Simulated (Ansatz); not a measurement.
Al(NH3)H3 (AlNH6), relaxed as a singlet with RKS r2SCAN-D4/def2-TZVP in Ansatz, starting from the GFN2-xTB geometry. Force threshold 0.02 eV/Å.

Start:

```tsv
atom	x (Å)	y (Å)	z (Å)
Al1	-0.7177	-0.0496	0.8077
N2	0.6432	0.0466	-0.7263
H3	0.1767	-0.0072	-1.6289
H4	1.3025	-0.7262	-0.6627
H5	1.1686	0.9174	-0.6891
H6	0.3035	0.0233	1.9985
H7	-1.3397	-1.4463	0.4498
H8	-1.5371	1.2419	0.4510
```

Task: Estimate the energy that the relaxation releases and the steps that it takes.

Result: 2.7 kJ/mol, in 5 steps; 6.5 s on 4 threads of Arm Neoverse V1 on a shared host. No frequencies were taken in this run, so the end may be a saddle point.

Task: Does the start keep its bonding and symmetry?

Result: By distances, no bond broke or formed. The bond that changes most is Al1–H7, from 1.57 to 1.60 Å (atoms count from 1). Point group C3v at the start, C3v at the end, both within 0.05 Å.

Task: Predict the relaxed structure.

Result: 
```xyz
8

Al   -0.709   -0.050    0.799
N     0.656    0.046   -0.739
H     0.195    0.003   -1.643
H     1.317   -0.724   -0.692
H     1.188    0.911   -0.705
H     0.296    0.028    2.044
H    -1.370   -1.472    0.472
H    -1.571    1.258    0.464
```
Bond lengths: 1 × Al–N 2.06 Å; 3 × Al–H 1.60 Å; 3 × H–N 1.02 Å.
